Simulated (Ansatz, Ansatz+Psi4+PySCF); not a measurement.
```
atom   x (Å)   y (Å)    z (Å)
   S  0.0000  0.0000   1.1521
   S  0.0000  0.0000  -1.1521
```

Basis set: cc-pV(T+d)Z (spherical functions). Left uncorrelated: 10 orbitals. Correlation on ROHF uses semicanonical orbitals with singles. Charge 0, multiplicity 3.

Computed with Ansatz (development build ahead of 0.2.0); each method stands on the lowest determinant of its kind that the runs found.

(1) Give the atomization energy at this shape (free ground-state atoms in the same class of orbitals less the molecule, no zero-point energy) of triplet S₂ by ROHF-MP2, UHF-CCSDT, ROHF-CCSD(T), ROHF-CCSD, ROHF.

## Answers

(1)

```
      method  atomization energy
    ROHF-MP2        223.8 kJ/mol
   UHF-CCSDT        270.5 kJ/mol
ROHF-CCSD(T)        263.2 kJ/mol
   ROHF-CCSD        226.7 kJ/mol
        ROHF         75.3 kJ/mol
```

Caution: the determinant breaks the point group; the shape is not the minimum. Caution for ROHF-MP2, ROHF-CCSD(T): another reference gives a lower total. Caution for ROHF-MP2, UHF-CCSDT, ROHF-CCSD(T), ROHF-CCSD: large amplitudes, a single reference is doubtful.
